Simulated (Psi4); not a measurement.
Reaction (SMILES): C (CH4) → [CH3-] + H+
B3LYP-D3(BJ)/def2-TZVP geometries, fixed; electronic energies without zero-point terms.
Largest species:
```
C
H 1 1.0892
H 1 1.0892 2 109.47
H 1 1.0892 2 109.47 3 120.00
H 1 1.0892 2 109.47 3 -120.00
```

Basis-set convergence of the deprotonation energy at MP2 with Psi4. Cartesian d functions, on some or all atoms, in 6-31+G*; all else is spherical. Density fitting with the program's default auxiliary sets. Cores are frozen. No added dispersion term, no relativity. Functions are those of the species that has most. Reference: Hartree-Fock in aug-cc-pVQZ plus the correlation part extrapolated as X^-3 from aug-cc-pVTZ and aug-cc-pVQZ, 423.74 kcal/mol, itself unsure by roughly 0.06 kcal/mol (a third of the extrapolation step and of the last Hartree-Fock step). Deviations are taken from unrounded values.

```tsv
basis	functions
6-31+G*	27
6-311+G**	46
def2-SVPD	52
aug-cc-pVDZ	59
6-311++G(2d,2p)	67
def2-TZVPD	73
jun-cc-pV(T+d)Z	95
def2-TZVPPD	105
6-311++G(3df,3pd)	111
aug-cc-pVTZ	138
def2-QZVPPD	195
aug-cc-pVQZ	264
```

Question: Which is the smallest set listed that can be trusted to 0.5 kcal/mol here, that is, within that of the reference together with its larger relatives (same family, alike in diffuse functions; a set with none to test it counts only in the reference's own line)?

Answer: The smallest set listed that lies within 0.5 kcal/mol of the reference with all its larger relatives (same family, alike in diffuse functions; a set with none counts only in the reference's own line) is aug-cc-pVTZ (138 functions, 0.01 kcal/mol off). Value minus reference: 6-31+G* 3.89, 6-311+G** 4.53, def2-SVPD 7.51, aug-cc-pVDZ -1.87, 6-311++G(2d,2p) 2.17, def2-TZVPD 3.20, jun-cc-pV(T+d)Z 0.88, def2-TZVPPD 4.34, 6-311++G(3df,3pd) 1.19, aug-cc-pVTZ 0.01, def2-QZVPPD 3.40, aug-cc-pVQZ 0.06 kcal/mol.
